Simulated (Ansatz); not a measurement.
Input file:

```yaml
crystal:
  periodic: [false, false, false]
  atoms:
    - {symbol: Ge, position_ang: [0.000000, -0.305203, 1.231854]}
    - {symbol: P, position_ang: [0.000000, 1.576501, -0.092803]}
    - {symbol: Ge, position_ang: [0.000000, -0.363064, -1.154908]}
    - {symbol: H, position_ang: [0.000000, -0.284974, -2.693505]}
basis:
  gaussian: {orbitals: STO-3G, fitting: {mean_field: def2-universal-jkfit}}
correlation: {method: fic_mrcisd_q_relaxed, electrons: outside_noble_gas, active_space: {window: {electrons: 6, orbitals: 6}}}
```

```sh
$ ansatz run in.yaml --threads 1 --pin off --events-out ev --progress --plain --max-ram 2393MiB
```

(1) Roughly how long does this take on 1 thread of Arm Neoverse N1, shared host, and how much host memory?

```
678 factors; integrals over basis functions are off by at most 1.6e-2 eV
mean field evaluation 1: about -120843.0552 eV, gradient 1.1e1 eV
mean field evaluation 2: about -120843.4339 eV, gradient 8.4e0 eV
mean field evaluation 4: about -120843.7543 eV, gradient 2.8e-1 eV
mean field evaluation 8: about -120835.5246 eV, gradient 1.6e1 eV
mean field -120843.75582635 eV, -4440.9261157788 hartree, gradient 2.5e-6 eV, S^2 0.000000; 1 other end points of the search recorded, 0 dependent functions left out; unrestricted orbitals would lower it
reference -120843.75582635 eV, -4440.9261157788 hartree; 40, 40 occupied and 6, 6 virtual orbitals, 678 factors
state -120845.86824389 eV, -4441.0037456914 hartree
contracted CI cycle   1: correlation -0.00000000 eV, -0.0000000000 hartree, residual 7.59e0 eV
contracted CI cycle   2: correlation -1.88375292 eV, -0.0692266431 hartree, residual 2.16e0 eV
contracted CI cycle   3: correlation -2.04704437 eV, -0.0752274929 hartree, residual 7.66e-1 eV
contracted CI cycle   4: correlation -2.06462344 eV, -0.0758735119 hartree, residual 4.16e-1 eV
contracted CI cycle   5: correlation -2.07000858 eV, -0.0760714122 hartree, residual 2.18e-1 eV
contracted CI cycle   6: correlation -2.07144243 eV, -0.0761241053 hartree, residual 9.72e-2 eV
...
contracted CI cycle   2: correlation -2.13965269 eV, -0.0786307860 hartree, residual 2.15e0 eV
contracted CI cycle   3: correlation -2.30527478 eV, -0.0847172856 hartree, residual 8.89e-1 eV
contracted CI cycle   4: correlation -2.32918840 eV, -0.0855960949 hartree, residual 3.92e-1 eV
contracted CI cycle   5: correlation -2.33400399 eV, -0.0857730647 hartree, residual 1.57e-1 eV
contracted CI cycle   6: correlation -2.33481785 eV, -0.0858029735 hartree, residual 6.51e-2 eV
contracted CI cycle   7: correlation -2.33498376 eV, -0.0858090703 hartree, residual 2.93e-2 eV
contracted CI cycle   8: correlation -2.33501297 eV, -0.0858101439 hartree, residual 1.39e-2 eV
contracted CI cycle   9: correlation -2.33501995 eV, -0.0858104004 hartree, residual 7.40e-3 eV
contracted CI cycle  10: correlation -2.33502182 eV, -0.0858104693 hartree, residual 3.54e-3 eV
contracted CI cycle  11: correlation -2.33502225 eV, -0.0858104850 hartree, residual 1.52e-3 eV
state -120845.59531472 eV, -4440.9937157295 hartree; corrected -120848.12414869 eV, -4441.0866486637 hartree
state -120845.67671309 eV, -4440.9967070644 hartree; corrected -120848.13514729 eV, -4441.0870528550 hartree
WARN: the results are in doubt because another end's mean lies 0.192 eV lower, and its corrected mean 0.017 eV higher
Total energy: -120848.13514729 eV, -4441.0870528550 hartree
In doubt: another end's mean lies 0.192 eV lower, and its corrected mean 0.017 eV higher
```

Results:

(1) 22 s wall and 0.19 GiB.
